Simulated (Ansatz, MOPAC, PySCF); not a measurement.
System: fluoroethane, C2H5F, charge 0, multiplicity 1. SMILES: CCF
Geometry from a B3LYP-D3(BJ)/def2-TZVP (Ansatz, a first-principles code) optimisation:
```xyz
8

C     -1.1844     0.1694     0.1999
C      0.3080     0.1938     0.4228
F      0.9625    -0.3908    -0.6677
H     -1.5420    -0.8555     0.0936
H     -1.6940     0.6258     1.0516
H     -1.4495     0.7268    -0.6992
H      0.5945    -0.3737     1.3112
H      0.6872     1.2141     0.5156
```
Charge 0, spin multiplicity 1.

PM6 beside other levels, property by property. Terms: valence correlation only; UHF or UKS for open shells; PM7 with its own dispersion and hydrogen-bond terms; spin-orbit terms left out; non-relativistic; dispersion terms only where a functional's name holds one. CBS(X,Y): correlation extrapolated as X^-3; Hartree-Fock from the larger set. First-principles rows: single points at B3LYP-D3(BJ) geometries (Ansatz), with unscaled harmonic terms from B3LYP/6-31G* (Ansatz) at its own minima, enthalpies of formation by atomisation with measured atoms. Semi-empirical rows: MOPAC heats of formation at their own minima for 298 K; dipoles at the shared geometry.

Measured values: Active Thermochemical Tables 1.112 (ions: stationary electron), as tabulated in the package chemicals; Active Thermochemical Tables 1.112 (ions: stationary electron), as tabulated in the package chemicals; G2/97 table in ASE (Curtiss et al.); NIST CCCBDB, as tabulated in the package chemicals; they hold spin-orbit and core effects, anharmonicity. Coupled cluster (Ansatz) is a level with limits of its own, used here on species with T1 under 0.025 (0.045 for open shells) and stable references: CCSD(T)/CBS(cc-pVTZ,cc-pVQZ).

```tsv
property	PM6 (MOPAC)	PM7 (MOPAC)	BP86/def2-SVP (PySCF)	B3LYP/STO-3G (Ansatz)	to compare with
C-C bond dissociation enthalpy at 298 K, to [CH3] (CH3) + [CH2]F (CH2F) (kcal/mol)	69.0	70.2	90.7	101.4	93.1 coupled cluster
enthalpy of formation at 298 K (kcal/mol)	-61.9	-59.3	-87.2	-181.9	-65.1 measured
C-F bond dissociation enthalpy at 298 K, to [CH2]C (C2H5) + F atom (kcal/mol)	96.8	94.0	116.6	108.4	113.0 measured
size of the dipole moment (D)	1.88	2.01	1.74	1.01	1.96 measured
```

As the rows show:
- C-C bond dissociation enthalpy at 298 K, to [CH3] (CH3) + [CH2]F (CH2F): PM6 lies 24.1 kcal/mol below coupled cluster.
- enthalpy of formation at 298 K: PM6 lies 3.2 kcal/mol above the measured value.
- C-F bond dissociation enthalpy at 298 K, to [CH2]C (C2H5) + F atom: PM6 lies 16.2 kcal/mol below the measured value.
- size of the dipole moment: PM6 lies 0.08 D below the measured value.

The properties are those with a value to compare with, at most eight drawn at random. No case is left out for the size of its miss. Left out are saddle points of the reference geometry, anions that the best level run finds unbound, excited spin states, species near biochemistry, 298 K rows of species without real B3LYP wavenumbers, cases with under five habitual levels, runs that failed or that the program found above a lower state of the same kind, table entries that another table contradicts, and a share of species set aside by lot.
